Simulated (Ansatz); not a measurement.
The cluster Si2H3⁻, relaxed as a singlet with RKS PBE0-D4/def2-TZVPD in Ansatz, starting from the GFN2-xTB geometry. Force threshold 0.02 eV/Å.

The structure comes from a short search, and lower isomers may exist.

Start:

```xyz
5

Si    0.3859    0.7205   -0.8864
Si   -0.5060   -0.1716    0.4004
H     1.1900    1.0957   -1.6264
H    -0.8531   -1.5197    0.3498
H    -0.2168   -0.1249    1.7626
```

| step | energy (eV) | largest force component (eV/Å) | SCF passes |
| --- | --- | --- | --- |
| 1 | -15791.8076 | 9.081 | 15 |
| 2 | -15794.2539 | 4.148 | 28 |
| 3 | -15795.0694 | 1.062 | 22 |
| 4 | -15795.3702 | 1.214 | 26 |
| 5 | -15795.8888 | 2.330 | 24 |
| 6 | -15796.4121 | 1.746 | 26 |
| 7 | -15796.7895 | 0.722 | 24 |
| 8 | -15796.9709 | 0.616 | 20 |
| 9 | -15797.0758 | 0.450 | 24 |
| 10 | -15797.1381 | 0.326 | 19 |
| 11 | -15797.1460 | 0.138 | 18 |
| 12 | -15797.1503 | 0.080 | 20 |
| 13 | -15797.1508 | 0.020 | 20 |

Force components are those of the run's own axes.

End:

```xyz
5

Si    0.915    1.335   -0.556
Si   -0.220   -0.216    0.488
H     0.707    0.561   -1.873
H    -0.885   -1.470   -0.026
H    -0.517   -0.211    1.967
```

By distances, no bond broke or formed. The bond that changes most is Si1–H3, from 1.16 to 1.54 Å (atoms count from 1).

No frequencies were taken in this run, so the end may be a saddle point.

Run time 7 s (4 threads of AMD EPYC 7B13 on a shared host).
